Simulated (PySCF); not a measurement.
An unknown is described by computed data only.

Formula: C5H9P.

- Rotational structure: rotational constants A, B, C: 5.788, 1.265, 1.095 GHz [GFN2-xTB]
- 1H NMR: chemical shifts (computed TMS as zero) by class: 2.72 (2 H), 1.72 (2 H), 1.44 (2 H), 1.08 (3 H) ppm [GIAO PBE0/pcSseg-1]
- NMR, other nuclei: isotropic shieldings of nuclei other than C and H, by class: 335 (1 P) ppm [GIAO PBE0/pcSseg-1]
- 13C NMR: chemical shifts (computed TMS as zero) by class: 190.7 (1 C), 36.6 (1 C), 33.4 (1 C), 26.1 (1 C), 16.8 (1 C) ppm [GIAO PBE0/pcSseg-1]
- UV, first state: lowest singlet excitation: 4.39 eV (283 nm, f = 0.000) [TDDFT B3LYP/def2-SVPD]
- Dipole: 1.57 D [B3LYP/def2-SVPD]
- UV, strongest line: among the 8 lowest singlet transitions: S6 at 7.04 eV (176 nm, f = 0.189) [TDDFT B3LYP/def2-SVPD]

Electronic properties: PySCF, gas phase, density fitting. Levels stand in brackets. Isolated species at its GFN2-xTB geometry (one conformer only). NMR values are class means; diastereotopic atoms form classes of their own.

Question: Give a SMILES that accounts for the data.

Answer: Numbering: `[CH3:1][CH2:2][CH2:3][CH2:4][C:5]#[P:6]`. 5 carbons fall into 5 classes; from least to most shielded: triply bonded carbon [C5] (190.7 ppm), chain CH2 carbon [C3] (36.6 ppm), chain CH2 carbon [C4] (33.4 ppm), chain CH2 carbon [C2] (26.1 ppm), methyl carbon [C1] (16.8 ppm). Hydrogen classes from least to most shielded: 2 H on a chain CH2 carbon, C4 (2.72 ppm), 2 H on a chain CH2 carbon, C2 (1.72 ppm, a mean of values up to 1.2 ppm apart in this geometry), 2 H on a chain CH2 carbon, C3 (1.44 ppm), 3 H on a methyl carbon, C1 (1.08 ppm). The other shieldings belong to: 335 ppm, phosphorus bonded to C [P6]. The optimised geometry has point group C1 and is an asymmetric top. Structure: `CCCCC#P`. Computed isomers that give other values at the same levels: `CCC1=CP1C` (13C chemical shifts (computed TMS as zero) by class: 154.2 (1 C), 123.9 (1 C), 28.3 (1 C), 27.3 (1 C), 14.9 (1 C) ppm); `C=CC1CPC1` (13C chemical shifts (computed TMS as zero) by class: 153.5 (1 C), 118.0 (1 C), 52.6 (1 C), 24.6 (2 C) ppm); `CC1=CPCC1` (13C chemical shifts (computed TMS as zero) by class: 163.8 (1 C), 125.8 (1 C), 44.8 (1 C), 26.0 (1 C), 22.6 (1 C) ppm). The assignments are read from this structure; whether some other isomer fits the data as well wasn't checked.

Shape of the structure used: `[CH3:1][CH2:2][CH2:3][CH2:4][C:5]#[P:6]`: C1–C2–C3–C4 179°, C2–C3–C4–C5 -64°.
